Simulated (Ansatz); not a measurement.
# H9NOSi: the cost of one run

The runs use Ansatz 0.2.0, Gaussian basis; PBE0-D4, def2-SVP first, then def2-TZVP.

191 further runs of the same task are left out: 1 that didn't finish, 190 set aside as unsound or not needed.

### Step 1. Starting geometry

The guess: 12 atoms, charge 0, spin multiplicity 1.

Atoms are counted from 1 here; the program's logs count them from 0.

Bond lengths: Si1–H3 1.476 Å, Si1–H4 1.512 Å, Si1–H5 1.469 Å, Si1–O7 1.774 Å, H6–O7 1.267 Å, H6–N9 1.226 Å, O7–H10 0.954 Å, H8–N9 1.064 Å, N9–H11 1.012 Å, N9–H12 1.011 Å. Angles: H3–Si1–H4 94.5°, H3–Si1–H5 152.9°, H3–Si1–O7 104.3°, H4–Si1–H5 95.2°, H4–Si1–O7 94.4°, H5–Si1–O7 100.2°, O7–H6–N9 165.0°, Si1–O7–H6 110.3°, Si1–O7–H10 110.8°, H6–O7–H10 113.8°, H6–N9–H8 90.8°, H6–N9–H11 115.9°, H6–N9–H12 113.4°, H8–N9–H11 112.3°, H8–N9–H12 111.5°, H11–N9–H12 111.4°.

As a file:

| atom | x (Å) | y (Å) | z (Å) |
| --- | --- | --- | --- |
| Si1 | -1.1100 | 0.1341 | -1.0759 |
| H2 | 0.7013 | -0.0627 | -1.3591 |
| H3 | -1.1543 | -1.2784 | -1.5024 |
| H4 | -2.6134 | 0.2870 | -1.0146 |
| H5 | -0.8392 | 1.5597 | -1.3022 |
| H6 | 0.3197 | 0.0017 | 0.9861 |
| O7 | -0.9101 | 0.0526 | 0.6849 |
| H8 | 1.5377 | -0.0356 | -0.1016 |
| N9 | 1.5450 | -0.0108 | 0.9618 |
| H10 | -1.4260 | -0.6610 | 1.0515 |
| H11 | 1.9863 | -0.8285 | 1.3618 |
| H12 | 1.9630 | 0.8418 | 1.3096 |

Distances that are to change: Si1–O7 1.77 Å, H6–N9 1.23 Å, H2–H8 1.51 Å, Si1–H2 1.84 Å, H6–O7 1.27 Å, H8–N9 1.06 Å.

### Step 2. Constrained relaxation of the guess

Input file hold/in.yaml:

```yaml
crystal:
  periodic: [false, false, false]
  atoms:
    - {symbol: Si, position_ang: [-1.110000, 0.134100, -1.075900]}
    - {symbol: H, position_ang: [0.701300, -0.062700, -1.359100]}
    - {symbol: H, position_ang: [-1.154300, -1.278400, -1.502400]}
    - {symbol: H, position_ang: [-2.613400, 0.287000, -1.014600]}
    - {symbol: H, position_ang: [-0.839200, 1.559700, -1.302200]}
    - {symbol: H, position_ang: [0.319700, 0.001700, 0.986100]}
    - {symbol: O, position_ang: [-0.910100, 0.052600, 0.684900]}
    - {symbol: H, position_ang: [1.537700, -0.035600, -0.101600]}
    - {symbol: N, position_ang: [1.545000, -0.010800, 0.961800]}
    - {symbol: H, position_ang: [-1.426000, -0.661000, 1.051500]}
    - {symbol: H, position_ang: [1.986300, -0.828500, 1.361800]}
    - {symbol: H, position_ang: [1.963000, 0.841800, 1.309600]}
basis:
  gaussian: {orbitals: def2-SVP}
hamiltonian: {xc: pbe0, dispersion: d4}
relax: {f_tol: 0.04, max_steps: 150, escape_saddle: false, constraints: [{distance: [0, 6]}, {distance: [5, 8]}, {distance: [1, 7]}, {distance: [0, 1]}, {distance: [5, 6]}, {distance: [7, 8]}]}
```

The run is started by

```console
ansatz run in.yaml --threads 4 --pin off --events-out ev --progress --plain --max-ram 9574MiB
```

**Question.** How long does this run take on 4 threads of AMD EPYC 9R45, shared host?

About 3.5 s.
